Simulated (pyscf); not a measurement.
HO–BH–OH (SMILES OBO) + HF (SMILES F) -> HO–B(OH)–F (SMILES OB(O)F) + H₂ (SMILES [H][H]), a four-centre exchange (singlet surface; B–H, F–H broken, B–F, H–H formed). PySCF, gas phase, ωB97X-D3(BJ)/def2-SVP geometries. Energies in kJ/mol from the separated reactants.

Small-basis levels: PySCF, no dispersion term, spherical d functions. 

### Question
Quick B3LYP/6-31G* single points give ΔE‡ = 88.0 kJ/mol and ΔE = -167.2 kJ/mol. What does ωB97M-D3(BJ)/def2-TZVP give, and how far is the quick result from it?

### Answer
ωB97M-D3(BJ)/def2-TZVP gives ΔE‡ = 112.0 kJ/mol and ΔE = -123.1 kJ/mol. B3LYP/6-31G* lies 23.9 kJ/mol under it in the barrier and 44.1 kJ/mol under it in the reaction energy, so on this step it does not hold to within 12.6 kJ/mol. ωB97M-D3(BJ)/def2-TZVP has limits of its own. On the reactant side the descent ends in a complex, 26.5 kJ/mol under the separated species and 141.6 kJ/mol under the saddle at ωB97X-D3(BJ)/def2-TZVP. The same reactants have a lower exit, to H₂O + HO–BH–F (barrier +71.7 kJ/mol at ωB97M-D3(BJ)/def2-TZVP, against +112.0 kJ/mol here). One saddle was located; it need not be the lowest between these sides.
